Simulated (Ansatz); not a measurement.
C$_{3}$H$_{5}$FO$_{2}$ (`C=C(O)OCF`) at its PBE0-D4/def2-TZVP geometry, where that method's forces vanish. Charge 0, multiplicity 1.

```
atom   x (Å)   y (Å)   z (Å)
  C1   0.323   1.171  -0.866
  C2   0.568   0.592   0.307
  O3   1.413   1.106   1.211
  O4   0.034  -0.559   0.772
  C5  -0.866  -1.222  -0.063
  F6  -1.249  -2.333   0.605
  H7  -0.361   0.747  -1.583
  H8   0.826   2.095  -1.107
  H9   1.432   0.518   1.974
 H10  -1.745  -0.596  -0.251
 H11  -0.375  -1.517  -0.997
```

Question: For each bond, give half the difference of the two atoms' forces along it (eV/Å; positive pushes the atoms apart) under PBE-D4, r2SCAN-D4, B3LYP-D4, ωB97M-V in def2-TZVPP. (Best estimate.)

Answer: Computed: 
```csv
bond,length (Å),PBE-D4,r2SCAN-D4,B3LYP-D4,ωB97M-V
C1–C2,1.331,0.23,0.09,-0.04,-0.16
C1–H7,1.078,-0.02,-0.10,-0.09,-0.04
C1–H8,1.079,-0.01,-0.08,-0.09,-0.05
C2–O3,1.340,0.29,0.17,0.23,0.25
C2–O4,1.351,0.18,0.14,0.16,0.16
O3–H9,0.963,0.36,-0.01,-0.05,-0.09
O4–C5,1.395,0.24,0.24,0.17,0.16
C5–F6,1.351,0.50,0.27,0.34,0.27
C5–H10,1.096,0.03,-0.11,-0.15,-0.17
C5–H11,1.096,0.04,-0.11,-0.15,-0.17
```

B3LYP here is the variant with VWN-RPA as its local correlation; programs differ in this.
